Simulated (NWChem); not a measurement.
System: hydrogen peroxide (H$_{2}$O$_{2}$); SMILES OO

Computed with NWChem. The level has its own optimisation; frequencies are unscaled.

Question: What does the run give for BLYP/def2-SVP? Quantities: r O–O (Å); r H–O (Å); highest harmonic frequency (cm⁻¹); lowest (cm⁻¹); zero-point energy (kcal/mol); dipole (D).

Answer: 
```yaml
r O–O (Å): 1.481
r H–O (Å): 0.982
highest harmonic frequency (cm⁻¹): 3590
lowest (cm⁻¹): 300
zero-point energy (kcal/mol): 15.7
dipole (D): 1.60
```
